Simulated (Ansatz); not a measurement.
# SiF₄ (singlet): the correlation ladder, STO-3G

One table from this session's results is given with a row withheld; the runs are named, their logs left out.

Computed with Ansatz 0.2.0, Gaussian basis. Level: STO-3G, core rule «outside noble gas», up to 9 orbitals frozen.

The runs, in order: UHF; CCSD(T) on RHF; BCCD(T) on RHF; CISD; CCSDT(Q) on RHF; CISDTQ; CCSDTQ on RHF; CASSCF and MRCISD+Q, 8 electrons in 8 orbitals; CASSCF and NEVPT2, 8 electrons in 8 orbitals; Full CI.

18 further runs of the same task are left out: 1 that didn't finish, 17 set aside as unsound or not needed.

## What is computed

The geometry is an MP2(full)/6-31G* stationary point (not a proven minimum).

5 atoms, charge 0, spin multiplicity 1.

Atoms are counted from 1 here; the program's logs count them from 0.

Bond lengths: Si1–F2 1.581 Å, Si1–F3 1.581 Å, Si1–F4 1.581 Å, Si1–F5 1.581 Å. Angles: F2–Si1–F3 109.5°, F2–Si1–F4 109.5°, F2–Si1–F5 109.5°, F3–Si1–F4 109.5°, F3–Si1–F5 109.5°, F4–Si1–F5 109.5°.

Set-up of the first run:

Contents of in.yaml:

```yaml
crystal:
  periodic: [false, false, false]
  atoms:
    - {symbol: Si, position_ang: [0.000000, 0.000000, 0.000000]}
    - {symbol: F, position_ang: [0.912806, 0.912806, 0.912806]}
    - {symbol: F, position_ang: [-0.912806, -0.912806, 0.912806]}
    - {symbol: F, position_ang: [-0.912806, 0.912806, -0.912806]}
    - {symbol: F, position_ang: [0.912806, -0.912806, -0.912806]}
basis:
  gaussian: {orbitals: STO-3G}
magnetization: {spin_polarized: true, initial_magnetization: 0}
hamiltonian: {xc: hf}
output: {orbitals: {seedname: orbitals}}
```

Started as:

```console
$ ansatz run in.yaml --threads 1 --pin off --events-out ev --progress --plain --max-ram 4160MiB --backend cpu
```

Steps of the session up to this table: UHF; CCSD(T) on RHF; BCCD(T) on RHF; CISD; CCSDT(Q) on RHF; CISDTQ; CCSDTQ on RHF; CASSCF and MRCISD+Q, 8 electrons in 8 orbitals; CASSCF and NEVPT2, 8 electrons in 8 orbitals; Full CI.

One table of the session follows, with a row left open; its other results are not shown here.

```
           method  from FCI (kcal/mol)
              RHF               +69.66
             RMP2               +14.75
             CISD                +6.37
            RCCSD                +4.81
         RCCSD(T)                    ?
          BCCD(T)                +0.58
           RCCSDT                +0.14
           CISDTQ                +0.20
        RCCSDT(Q)                -0.04
          RCCSDTQ                -0.01
  CASSCF frontier               +32.15
  NEVPT2 frontier                +6.50
  MRCISD frontier                +2.10
MRCISD+Q frontier                +1.10
              FCI                    0
```

Q: Estimate the row for RCCSD(T) from the others.

**Answer.** from FCI (kcal/mol): +0.65. In the column «from FCI (kcal/mol)» it lies between BCCD(T) (+0.58) and MRCISD+Q frontier (+1.10).
